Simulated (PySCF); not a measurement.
# cyclohexane: calculation and literature

Atom-mapped SMILES (the numbers label the heavy atoms): `[CH2:1]1[CH2:2][CH2:3][CH2:4][CH2:5][CH2:6]1`. Each H is labelled by its parent atom.

- geometry: GFN2-xTB
- shielding tensors at PBE0/pcSseg-1 (GIAO)
- program: PySCF
- averaged over atoms made equivalent by symmetry, fast rotation or ring inversion, no relativistic terms, one conformer, no solvent

Reference values: measured (solution, toluene-d8, 298 K; Fulmer et al., Organometallics 2010, 29, 2176).
```json
{"atoms": "C1/C2/C3/C4/C5/C6", "quantity": "δ ¹³C", "reference": "27.3", "computed": "30.9", "computed, scaled": "27.9"}
```

Reference values: measured (solution, CDCl3, 298 K; Fulmer et al., Organometallics 2010, 29, 2176).
```tsv
atoms	quantity	reference	computed	computed, scaled
C1/C2/C3/C4/C5/C6	δ ¹³C	26.9	30.9	27.9
```

Reference values: measured (solution, TFE-d3, 298 K; Fulmer et al., Organometallics 2010, 29, 2176).
| atoms | quantity | reference | computed | computed, scaled |
| --- | --- | --- | --- | --- |
| C1/C2/C3/C4/C5/C6 | δ ¹³C | 28.3 | 30.9 | 27.9 |

Reference values: measured (solution, THF-d8, 298 K; Fulmer et al., Organometallics 2010, 29, 2176).
| atoms | quantity | reference | computed | computed, scaled |
| --- | --- | --- | --- | --- |
| C1/C2/C3/C4/C5/C6 | δ ¹³C | 27.6 | 30.9 | 27.9 |

Computed shifts are σ(ref) − σ with the named reference compound (TMS for H and C) calculated as an isolated molecule at the same level. The measured values may be among those fitted. Scaled to experiment by linear calibration (H and C: mostly CDCl3 data, vs TMS): ¹³C: δ = 179.97 − 0.974σ (rms 2.1 ppm, 958 shifts, 2.3 ppm with the 13 outliers that the fit left out). Occasional misses reach two or three times the rms, and more in compound classes unlike the fitted ones.

Question: How far are the unscaled ¹³C shifts from the references?

Answer: Mean signed difference +3.37 ppm, mean absolute 3.37 ppm over 4 comparisons; the largest is +4.0 ppm at C1/C2/C3/C4/C5/C6 (sp3 CH2 in a ring).

4 of the 24 published NMR values on file for this molecule are compared. The rest: values from further sources.
